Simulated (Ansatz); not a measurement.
## Lithium, bcc: convergence with cold smearing

Computed with Ansatz, r²SCAN, scalar-relativistic PAW, on the relaxed cell (a = 3.476 Å; spin not included). Errors count from a run at 500 eV on a Γ-centred 21×21×21 mesh with Fermi-Dirac smearing of 0.1 eV, extrapolated to zero width. Fixed here: cutoff 500 eV, mesh 13×13×13. The SCF starts from atomic densities corrected by a trained network.

| width (eV) | E(σ→0) error (meV/atom) | F error (meV/atom) | P (GPa) | SCF iterations |
| --- | --- | --- | --- | --- |
| 0.01 | -1.0 | -1.0 | -0.02 | 4 |
| 0.03 | -1.0 | -1.0 | -0.02 | 4 |
| 0.1 | -1.1 | -1.2 | -0.01 | 4 |
| 0.2 | -1.2 | -1.6 | -0.01 | 4 |
| 0.6 | -1.5 | -3.8 | 0.00 | 4 |
| 1.0 | -2.1 | -12.6 | 0.04 | 4 |

Task: What does the run at 0.3 give (width)?

Result: E(σ→0) error (meV/atom): -1.6; F error (meV/atom): -2.2; P (GPa): -0.01; SCF iterations: 4.
